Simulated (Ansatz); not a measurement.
Mg₂H₄, relaxed as a singlet with RKS r2SCAN-D4/def2-TZVP in Ansatz, starting from the GFN2-xTB geometry. Force threshold 0.02 eV/Å.

The structure comes from a short search, and lower isomers may exist.

Start:

```xyz
6

Mg   -0.349    0.170   -1.316
Mg    0.334   -0.179    1.309
H     1.885    0.381    1.306
H    -0.864    1.734   -1.227
H     0.071   -1.291   -1.957
H    -1.077   -0.815    1.884
```

(1) Estimate the energy that the relaxation releases and the steps that it takes.

(2) Does the start keep its bonding and symmetry?

(3) Predict the relaxed structure.

Answers

(1) 197.0 kJ/mol, in 20 steps; 19 s on 4 threads of Arm Neoverse V1 on a shared host. No frequencies were taken in this run, so the end may be a saddle point.

(2) Bonds formed: Mg1–H6, Mg2–H4 (atoms count from 1). Point group C2 at the start, D2h at the end, both within 0.05 Å.

(3) 
```xyz
6

Mg   -0.6074   -0.5587   -1.1219
Mg    0.6100    0.5573    1.1206
H     1.3466    1.2418    2.4910
H     0.2663    1.0388   -0.6612
H    -1.3569   -1.2362   -2.4886
H    -0.2586   -1.0430    0.6601
```
Bond lengths (bridged metal pairs left out): 6 × H–Mg 1.70 to 1.88 Å.
